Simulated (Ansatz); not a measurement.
Two isomers of C8H18: A = `CC(C)CC(C)(C)C`, B = `CCC(CC)C(C)C`.

Program: Ansatz. Geometries: PBE0-D4/def2-TZVP. ΔE: electronic, gas phase. CCSD(T)/CBS is the MP2 limit (def2-TZVPP, def2-QZVPP) plus CCSD(T) − MP2 in def2-TZVPP, frozen cores. DFT in def2-TZVPP. B3LYP here is the variant with VWN-RPA as its local correlation; programs differ in this. Each species was taken in one conformer, which may not be the lowest.

(1) Which isomer does CCSD(T)/CBS put lower? Give the gap. (Best estimate.)

(2) Give E(B) − E(A) in kJ/mol with B3LYP-D4, B2PLYP, B3LYP, HF/def2-TZVPP, PBE-D4, CCSD/def2-TZVPP, MP2/def2-TZVPP. (An estimate is asked.)

Largest T1 diagnostic: 0.009.

Answers

(1) The calculation gave: A, by 7.7 kJ/mol.

(2) Ansatz gave: B3LYP-D4 5.7, B2PLYP 6.7, B3LYP 4.6, HF/def2-TZVPP 4.8, PBE-D4 5.6, CCSD/def2-TZVPP 7.7, MP2/def2-TZVPP 10.4. None reverses the order clearly.

In def2-TZVPP, CCSD(T) changes the Hartree–Fock value by +3.8 kJ/mol (the triples alone add +0.9 kJ/mol) and MP2 by +5.6 kJ/mol.
